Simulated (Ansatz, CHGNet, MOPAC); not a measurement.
**How well does each level of theory give the elastic constant C11 of zinc-blende InAs?**

Reference value: 83.3 GPa (measured, temperature not stated, no zero-point or thermal correction; as tabulated in Oses et al. (2018), arXiv:1811.08464).

| level (code) | value (GPa) | cell (Å³/atom) | difference (%) |
|---|---|---|---|
| PM7 semi-empirical Hartree-Fock (MOPAC) | 105 | 27.83 | +26 |
| CHGNet 0.3.0 | 42.8 | 29.60 | -49 |
| LDA (Ansatz) | 84.5 | 27.35 | +1.4 |
| PBE (Ansatz) | 70.8 | 29.59 | -15.0 |
| PBE+SOC (Ansatz) | 70.9 | 29.57 | -14.9 |
| PBEsol (Ansatz) | 78.7 | 28.20 | -5.5 |
| revPBE (Ansatz) | 66.9 | 30.31 | -19.7 |
| RPBE (Ansatz) | 65.6 | 30.59 | -21 |
| PBE-D3(BJ) (Ansatz) | 75.7 | 28.53 | -9.1 |
| r²SCAN (Ansatz) | 82.7 | 28.49 | -0.7 |
| r²SCAN+rVV10 (Ansatz) | 84.6 | 28.13 | +1.6 |
| r²SCANh (Ansatz) | 87.0 | 28.24 | +4.4 |

The reference's temperature isn't stated, so close values are not ranked against it. Off by more than 25 %, or 35 % on the side where a correction would as a rule narrow the miss (bounds picked here): CHGNet 0.3.0 (-49 %).

The reference isn't brought to a static lattice, while the calculations are for one, so the differences are not the levels' errors alone. A static lattice is as a rule stiffer than a warm one, by over a tenth in soft solids.  PM7 semi-empirical Hartree-Fock (MOPAC): the method was fitted mainly to molecules. PM7 semi-empirical Hartree-Fock (MOPAC): the run uses a supercell at the zone centre in place of a k mesh. LDA, PBE, PBE+SOC, PBEsol, revPBE, RPBE, PBE-D3(BJ): the solid has no gap at this level, which affects its response. PBE-D3(BJ): the dispersion coefficients are held fixed in the derivatives. Each level is taken at its own relaxed cell. Cutoffs and k meshes differ between the levels. Ansatz's density-functional and Hartree–Fock values are scalar-relativistic unless marked +SOC, with PAW data made under PBE.

Machine-learned potentials (CHGNet 0.3.0) are trained on DFT data: a solid inside that data is no test of them.

Differences are worked out from the printed values.

Ansatz is a first-principles code.
